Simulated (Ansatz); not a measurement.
`N/C(F)=C\O`. Charge 0, multiplicity 1. The structure was optimised at the PBE0-D4/def2-TZVP level. It is one conformer, not always the lowest.

```xyz
9

N     0.813    0.930    0.046
C     0.427   -0.406    0.013
F     1.412   -1.339    0.042
C    -0.842   -0.787   -0.045
O    -1.874    0.083   -0.077
H     1.374    1.200   -0.753
H     1.306    1.180    0.894
H    -1.133   -1.828   -0.070
H    -1.483    0.968   -0.049
```

Task: What is the dipole moment at r2SCAN/def2-TZVPP? (An estimate is asked.)

Result: Computed: 2.11 D, with components (1.21, 1.73, 0.07) D in this frame, pointing from negative to positive charge.

Task: And with PBE, B3LYP, ωB97M-V? (Estimate.)

Result: Computed: PBE 2.08 D, B3LYP 2.08 D, ωB97M-V 2.09 D.

Task: Give the Mulliken charges with r2SCAN, B3LYP, PBE in def2-TZVPP. (Best estimate.)

Result: Computed: 
```csv
atom,r2SCAN,B3LYP,PBE
N1,-0.40,-0.35,-0.36
C2,0.22,0.20,0.14
F3,-0.21,-0.22,-0.17
C4,0.05,0.02,0.00
O5,-0.32,-0.30,-0.26
H6,0.17,0.16,0.18
H7,0.17,0.16,0.18
H8,0.10,0.13,0.11
H9,0.21,0.20,0.20
```

B3LYP here is the variant with VWN-RPA as its local correlation; programs differ in this.
